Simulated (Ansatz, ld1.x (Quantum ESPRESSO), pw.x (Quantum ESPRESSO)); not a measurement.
# Tc: does the PAW potential hold in the solid?

ld1.x (Quantum ESPRESSO) 7.5 input, shortened:

```
&input
   title='Tc', zed=43., rel=1, dft='PBESOL', iswitch=3,
   config='[Kr] 4d5 4f-2 5s1.75 5p0'
 /
 &inputp
   pseudotype=3, lpaw=.true., tm=.true., lloc=-1, rcloc=3.60,
   nlcc=.true., rcore=1.35,
   which_augfun='PSQ', rmatch_augfun_nc=.true.
 /
8
5S  1  0   1.75   0.00  2.55  2.75  0.0
5S  1  0   0.00   3.05  2.55  2.75  0.0
5P  2  1   0.00   0.00  3.05  3.75  0.0
5P  2  1   0.00   0.10  3.05  3.75  0.0
4D  3  2   5.00   0.00  1.40  1.65  0.0
4D  3  2   0.00   1.45  1.40  1.65  0.0
4F  4  3  -2.00   0.50  2.70  3.60  0.0
4F  4  3  -2.00   1.25  2.70  3.60  0.0
 &test
   configts(1)='4d5 5s1.75 5p0'
 /
```

Crystal test: bcc Tc in pw.x 7.5, no spin, 15³ k-points, Fermi–Dirac smearing 0.01 Ry, cutoffs 75/600 Ry. The lattice is a test structure that the element need not adopt, and mesh and smearing are coarse.

pw.x input:

```
&control
  calculation='scf', prefix='x', pseudo_dir='./', outdir='./tmp', tstress=.true., disk_io='none'
/
&system
  ibrav=0, nat=1, ntyp=1, ecutwfc=75, ecutrho=600, nbnd=11,
  occupations='smearing', smearing='fd', degauss=0.01
/
&electrons
  conv_thr=1e-09, mixing_beta=0.4, electron_maxstep=70
/
ATOMIC_SPECIES
Tc 1.0 Tc.UPF
CELL_PARAMETERS angstrom
  -1.52563353 1.52563353 1.52563353
  1.52563353 -1.52563353 1.52563353
  1.52563353 1.52563353 -1.52563353
ATOMIC_POSITIONS crystal
Tc 0.0000 0.0000 0.0000
K_POINTS automatic
15 15 15 0 0 0
```

```bash
pw.x < Tc.scf.in > Tc.scf.out
```

How does the run end?

It converges; the pressure is 8.57 GPa against 0.02 GPa from all-electron LAPW. The largest radius (3.75 bohr) exceeds half the bond length (2.50 bohr), so the spheres overlap, which is one possible source of error among others. This is a poor potential for the solid. Atomic configuration tests: 1 of 7 tests not solved or not reliable. The log shows:

```
     Exchange-correlation= SLA  PW   PSX  PSC
     number of k points=   120  Fermi-Dirac smearing, width (Ry)=  0.0100
     iteration #  1     ecut=    75.00 Ry     beta= 0.40
     total energy              =    -267.91668440 Ry
     estimated scf accuracy    <       0.03930467 Ry
     iteration #  2     ecut=    75.00 Ry     beta= 0.40
     total energy              =    -267.92946193 Ry
     estimated scf accuracy    <       0.00594252 Ry
     iteration #  3     ecut=    75.00 Ry     beta= 0.40
     total energy              =    -267.93458488 Ry
     estimated scf accuracy    <       0.00230851 Ry
     iteration #  4     ecut=    75.00 Ry     beta= 0.40
     total energy              =    -267.93493017 Ry
     estimated scf accuracy    <       0.00017081 Ry
     [... 2 iterations left out ...]
     iteration #  7     ecut=    75.00 Ry     beta= 0.40
     total energy              =    -267.93503935 Ry
     estimated scf accuracy    <          1.5E-09 Ry
     iteration #  8     ecut=    75.00 Ry     beta= 0.40
     total energy              =    -267.93503936 Ry
     estimated scf accuracy    <          7.5E-09 Ry
     iteration #  9     ecut=    75.00 Ry     beta= 0.40
     total energy              =    -267.93503936 Ry
     estimated scf accuracy    <          1.4E-09 Ry
     iteration # 10     ecut=    75.00 Ry     beta= 0.40
     the Fermi energy is    15.9162 ev
!    total energy              =    -267.93503936 Ry
     estimated scf accuracy    <          3.0E-10 Ry
     smearing contrib. (-TS)   =      -0.00624194 Ry
     The total energy is F=E-TS. E is the sum of the following terms:
     one-electron contribution =      14.84588995 Ry
     hartree contribution      =       1.20159026 Ry
     xc contribution           =     -18.10467989 Ry
     ewald contribution        =     -30.92622477 Ry
     one-center paw contrib.   =    -234.94537298 Ry
     convergence has been achieved in  10 iterations
          total   stress  (Ry/bohr**3)                   (kbar)     P=       85.71
     Message from routine punch:
     Nothing written, as per user request (disk_io='none')
```
